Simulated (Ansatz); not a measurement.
A run of Ansatz (development build ahead of 0.2.0) on singlet CH3F at this shape:

```xyz
5

C    -0.0216   -0.0700   -0.9443
F    -0.0444   -0.0385    1.1636
H     0.0365   -1.6125   -1.4652
H    -1.3865    0.7798   -1.5579
H     1.3566    0.7031   -1.5015
```

Its results:

```json
{"Converged": "yes", "Total energy": "-138.48243 hartree", "Spin squared of the determinant": "0.000"}
```

(1) Which input gives this output? Name the method, the orbitals and the basis set, and write the input.

Answers

(1) RHF in def2-SVP. An unrestricted run that stays on the closed shell gives the same numbers.

```yaml
crystal:
  periodic: [false, false, false]
  atoms:
    - { symbol: C, position_ang: [-0.0216, -0.06998, -0.94426] }
    - { symbol: F, position_ang: [-0.04439, -0.03853, 1.16363] }
    - { symbol: H, position_ang: [0.03649, -1.61246, -1.46521] }
    - { symbol: H, position_ang: [-1.3865, 0.77978, -1.55788] }
    - { symbol: H, position_ang: [1.35662, 0.7031, -1.50151] }
basis:
  gaussian: { orbitals: def2-SVP }
hamiltonian:
  xc: hf
```

Caution: stretched shape with no unrestricted run beside it, a lower state can exist.
